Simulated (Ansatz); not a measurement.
Born–Oppenheimer molecular dynamics of CH5O (7 atoms, charge 0, multiplicity 2). It starts from a rough guess of a transition structure, not a stationary point.

Theory: Ansatz, UKS PBE/cc-pVDZ.

- ensemble: NVE (velocity Verlet)
- time step: 0.5 fs
- steps asked: 150
- starting velocities drawn for: 1000 K
- seed: 482924

Frames 0.5 fs apart, positions in Å, forces in eV/Å.

Velocities at 45.0 fs (Å/ps):

```
H -53.03 24.82 -12.12
H -31.57 -2.17 15.81
O 7.48 4.62 -0.85
C -6.12 -5.85 1.46
H 6.83 -7.60 2.29
H 16.30 4.68 6.96
H 15.69 -23.28 -16.84
```

```xyz
7
Properties=species:S:1:pos:R:3:forces:R:3 time_fs=45.0 energy_less_start_eV=0.208 T=684
H -2.413 -0.604 0.452 -0.97 0.58 -0.15
H -3.108 -0.202 0.350 1.03 -0.60 0.16
O 0.473 -0.922 0.138 0.91 2.17 -0.67
C 0.569 0.466 -0.158 -3.27 -0.72 0.80
H 1.464 1.023 -0.507 0.70 -0.74 -0.03
H -0.217 0.530 -1.088 1.08 0.18 1.68
H 0.100 1.084 0.770 0.53 -0.86 -1.79
7
Properties=species:S:1:pos:R:3:forces:R:3 time_fs=45.5 energy_less_start_eV=0.113 T=829
H -2.441 -0.591 0.446 -0.49 0.29 -0.07
H -3.123 -0.204 0.358 0.54 -0.31 0.07
O 0.477 -0.920 0.138 0.86 1.97 -0.64
C 0.565 0.463 -0.157 -2.80 -0.64 0.62
H 1.468 1.018 -0.505 0.57 -0.79 0.01
H -0.208 0.532 -1.083 0.94 0.17 1.55
H 0.109 1.071 0.759 0.37 -0.69 -1.55
7
Properties=species:S:1:pos:R:3:forces:R:3 time_fs=46.0 energy_less_start_eV=0.025 T=963
H -2.469 -0.577 0.439 0.15 -0.07 0.01
H -3.136 -0.206 0.366 -0.09 0.05 -0.01
O 0.481 -0.917 0.137 0.80 1.73 -0.59
C 0.561 0.460 -0.156 -2.21 -0.60 0.40
H 1.473 1.012 -0.504 0.43 -0.83 0.05
H -0.196 0.535 -1.073 0.74 0.17 1.34
H 0.118 1.057 0.745 0.18 -0.45 -1.20
7
Properties=species:S:1:pos:R:3:forces:R:3 time_fs=46.5 energy_less_start_eV=-0.036 T=1057
H -2.498 -0.563 0.433 0.86 -0.46 0.08
H -3.150 -0.209 0.375 -0.81 0.44 -0.07
O 0.485 -0.914 0.136 0.73 1.47 -0.54
C 0.557 0.457 -0.155 -1.49 -0.62 0.13
H 1.480 1.003 -0.503 0.28 -0.86 0.09
H -0.183 0.539 -1.061 0.49 0.17 1.05
H 0.128 1.041 0.728 -0.06 -0.14 -0.74
7
Properties=species:S:1:pos:R:3:forces:R:3 time_fs=47.0 energy_less_start_eV=-0.062 T=1098
H -2.524 -0.551 0.427 1.50 -0.79 0.10
H -3.165 -0.210 0.383 -1.44 0.77 -0.10
O 0.489 -0.911 0.136 0.66 1.18 -0.47
C 0.552 0.453 -0.154 -0.66 -0.71 -0.16
H 1.487 0.992 -0.502 0.13 -0.88 0.13
H -0.168 0.543 -1.046 0.16 0.18 0.66
H 0.137 1.026 0.709 -0.35 0.25 -0.16
7
Properties=species:S:1:pos:R:3:forces:R:3 time_fs=47.5 energy_less_start_eV=-0.059 T=1093
H -2.547 -0.540 0.421 1.87 -0.96 0.09
H -3.184 -0.210 0.391 -1.81 0.94 -0.09
O 0.494 -0.908 0.135 0.57 0.86 -0.41
C 0.547 0.450 -0.153 0.27 -0.88 -0.46
H 1.495 0.980 -0.500 -0.01 -0.87 0.16
H -0.153 0.547 -1.030 -0.22 0.21 0.17
H 0.146 1.010 0.690 -0.67 0.70 0.52
7
Properties=species:S:1:pos:R:3:forces:R:3 time_fs=48.0 energy_less_start_eV=-0.036 T=1059
H -2.565 -0.532 0.415 1.82 -0.92 0.06
H -3.207 -0.207 0.398 -1.77 0.90 -0.05
O 0.498 -0.904 0.134 0.48 0.54 -0.33
C 0.542 0.446 -0.152 1.23 -1.10 -0.70
H 1.502 0.965 -0.498 -0.13 -0.83 0.19
H -0.139 0.552 -1.013 -0.65 0.25 -0.39
H 0.153 0.997 0.671 -0.99 1.17 1.24
7
Properties=species:S:1:pos:R:3:forces:R:3 time_fs=48.5 energy_less_start_eV=-0.002 T=1008
H -2.579 -0.526 0.409 1.38 -0.68 0.02
H -3.234 -0.202 0.406 -1.33 0.66 -0.01
O 0.502 -0.900 0.133 0.39 0.21 -0.26
C 0.538 0.442 -0.151 2.16 -1.32 -0.85
H 1.510 0.948 -0.495 -0.24 -0.77 0.20
H -0.126 0.557 -0.997 -1.10 0.30 -0.99
H 0.158 0.986 0.656 -1.26 1.60 1.89
7
Properties=species:S:1:pos:R:3:forces:R:3 time_fs=49.0 energy_less_start_eV=0.034 T=952
H -2.590 -0.521 0.404 0.70 -0.34 0.00
H -3.265 -0.196 0.413 -0.65 0.32 0.00
O 0.507 -0.897 0.132 0.28 -0.12 -0.18
C 0.534 0.438 -0.150 2.93 -1.44 -0.83
H 1.516 0.929 -0.492 -0.32 -0.69 0.20
H -0.116 0.563 -0.983 -1.51 0.36 -1.55
H 0.160 0.979 0.646 -1.44 1.91 2.35
7
Properties=species:S:1:pos:R:3:forces:R:3 time_fs=49.5 energy_less_start_eV=0.062 T=911
H -2.599 -0.517 0.398 -0.03 0.01 0.02
H -3.297 -0.189 0.421 0.08 -0.03 -0.01
O 0.511 -0.893 0.131 0.17 -0.44 -0.10
C 0.530 0.433 -0.150 3.43 -1.39 -0.63
H 1.522 0.909 -0.488 -0.37 -0.57 0.20
H -0.109 0.570 -0.973 -1.80 0.41 -1.98
H 0.159 0.977 0.641 -1.48 2.02 2.51
7
Properties=species:S:1:pos:R:3:forces:R:3 time_fs=50.0 energy_less_start_eV=0.065 T=906
H -2.608 -0.514 0.393 -0.67 0.30 0.05
H -3.329 -0.181 0.428 0.72 -0.32 -0.04
O 0.516 -0.889 0.130 0.06 -0.76 -0.03
C 0.527 0.429 -0.150 3.58 -1.12 -0.31
H 1.528 0.887 -0.484 -0.39 -0.44 0.18
H -0.106 0.578 -0.968 -1.93 0.43 -2.19
H 0.153 0.980 0.642 -1.37 1.90 2.34
7
Properties=species:S:1:pos:R:3:forces:R:3 time_fs=50.5 energy_less_start_eV=0.040 T=944
H -2.619 -0.509 0.387 -1.15 0.51 0.09
H -3.359 -0.175 0.436 1.20 -0.53 -0.09
O 0.521 -0.886 0.129 -0.06 -1.06 0.04
C 0.525 0.424 -0.149 3.37 -0.64 0.05
H 1.532 0.865 -0.480 -0.39 -0.28 0.14
H -0.109 0.587 -0.968 -1.86 0.41 -2.13
H 0.145 0.987 0.649 -1.13 1.59 1.89
```

Of the whole run (75 fs, mean temperature of the second half 828 K): The conserved energy stayed within 0.91 meV per atom of its start (net change 0.47 meV per atom), so the integration is sound. A run of 0.075 ps of so small a system gives no equilibrium averages.

The run took 3.2 min on 1 thread of Intel(R) Xeon(R) Platinum 8488C (Sapphire Rapids), with other jobs on the host, peak memory 0.13 GiB.
